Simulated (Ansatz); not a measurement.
# Mg2H2O (SMILES [OH][Mg][MgH]): one structure at several levels

The atoms stand at a structure displaced at random from a GFN2-xTB minimum. How far do the functionals agree with CCSD(T) there?

Method: single points in def2-TZVPP; program: Ansatz 0.2.0, Gaussian basis.

Cores are frozen in the correlated methods. The outer core shell of Li, Na, Mg and K is correlated. B3LYP uses VWN-RPA correlation.

## (1) The system as given

SMILES `[OH][Mg][MgH]`, 5 atoms, charge 0, spin multiplicity 1.

Atoms are counted from 1 here; the program's logs count them from 0.

Bond lengths: O1–Mg2 1.721 Å, O1–H4 0.967 Å, Mg2–Mg3 2.505 Å, Mg3–H5 1.721 Å. Angles: Mg2–O1–H4 171.4°, O1–Mg2–Mg3 134.3°, Mg2–Mg3–H5 173.3°.

Geometry (Å):

| atom | x (Å) | y (Å) | z (Å) |
| --- | --- | --- | --- |
| O1 | -1.94440 | -0.27430 | -0.50980 |
| Mg2 | -0.44220 | -0.77940 | 0.16210 |
| Mg3 | 1.80620 | 0.29310 | 0.42130 |
| H4 | -2.84860 | -0.08610 | -0.79620 |
| H5 | 3.41590 | 0.85010 | 0.66480 |

## (2) CCSD(T)/def2-TZVPP

Contents of run/in.yaml:

```yaml
crystal:
  periodic: [false, false, false]
  atoms:
    - {symbol: O, position_ang: [-1.944400, -0.274300, -0.509800]}
    - {symbol: Mg, position_ang: [-0.442200, -0.779400, 0.162100]}
    - {symbol: Mg, position_ang: [1.806200, 0.293100, 0.421300]}
    - {symbol: H, position_ang: [-2.848600, -0.086100, -0.796200]}
    - {symbol: H, position_ang: [3.415900, 0.850100, 0.664800]}
basis:
  gaussian: {orbitals: def2-TZVPP}
correlation: {method: ccsd_t}
output: {forces: true}
```

No record of the launch command was kept for these runs.

## (3) PBE0-D4/def2-TZVPP

Edit run/in.yaml of step 2 so:

```diff
@@ -10,3 +10,3 @@
   gaussian: {orbitals: def2-TZVPP}
-correlation: {method: ccsd_t}
-output: {forces: true}
+hamiltonian: {xc: pbe0, dispersion: d4}
+output: {forces: true, orbitals: {seedname: orbitals}}
```

## (4) wB97M-V/def2-TZVPP

Edit run/in.yaml of step 3 so:

```diff
@@ -10,3 +10,3 @@
   gaussian: {orbitals: def2-TZVPP}
-hamiltonian: {xc: pbe0, dispersion: d4}
-output: {forces: true, orbitals: {seedname: orbitals}}
+hamiltonian: {xc: {name: wB97M-V}}
+output: {forces: true}
```

## (5) r2SCAN-D4/def2-TZVPP

Edit run/in.yaml of step 4 so:

```diff
@@ -10,3 +10,3 @@
   gaussian: {orbitals: def2-TZVPP}
-hamiltonian: {xc: {name: wB97M-V}}
+hamiltonian: {xc: r2scan, dispersion: d4}
 output: {forces: true}
```

## (6) PBE-D4/def2-TZVPP

Edit run/in.yaml of step 5 so:

```diff
@@ -10,3 +10,3 @@
   gaussian: {orbitals: def2-TZVPP}
-hamiltonian: {xc: r2scan, dispersion: d4}
+hamiltonian: {xc: pbe, dispersion: d4}
 output: {forces: true}
```

## (7) B3LYP-D4/def2-TZVPP

Edit run/in.yaml of step 6 so:

```diff
@@ -10,3 +10,3 @@
   gaussian: {orbitals: def2-TZVPP}
-hamiltonian: {xc: pbe, dispersion: d4}
+hamiltonian: {xc: {name: B3LYP}, dispersion: d4}
 output: {forces: true}
```

## (8) LC-wPBE/def2-TZVPP

Edit run/in.yaml of step 7 so:

```diff
@@ -10,3 +10,3 @@
   gaussian: {orbitals: def2-TZVPP}
-hamiltonian: {xc: {name: B3LYP}, dispersion: d4}
+hamiltonian: {xc: {name: LC-wPBE}}
 output: {forces: true}
```

(Steps that only read results are left out.)

Before running it: what results should come out? Wanted: energy less free atoms, CCSD(T)/def2-TZVPP; RMS force component; RMS force error; HOMO and LUMO, PBE0-D4; T1 diagnostic.

**Answer**, as computed:

```
                                  quantity                                                                                            value
energy less free atoms, CCSD(T)/def2-TZVPP                                                                                       -10.354 eV
                       RMS force component                                                             0.747 to 0.871 eV/Å over the methods
                           RMS force error  PBE0-D4 0.043, wB97M-V 0.080, r2SCAN-D4 0.054, PBE-D4 0.187, B3LYP-D4 0.047, LC-wPBE 0.040 eV/Å
                    HOMO and LUMO, PBE0-D4                                                                               -6.02 and -1.60 eV
                             T1 diagnostic                                                                                            0.010
```

**Reading.** Against CCSD(T) the functionals' energies less atoms differ by -0.622 to -0.195 eV, PBE-D4 by -0.512 eV. CCSD(T) in triple zeta still lacks some correlation energy of the bonds, so part of these gaps is its own basis error and they don't rank the functionals. For forces LC-wPBE does best and PBE-D4 worst. Frozen-core CCSD(T) forces in triple zeta carry basis errors of their own, and this is one geometry, so small gaps rank nothing.
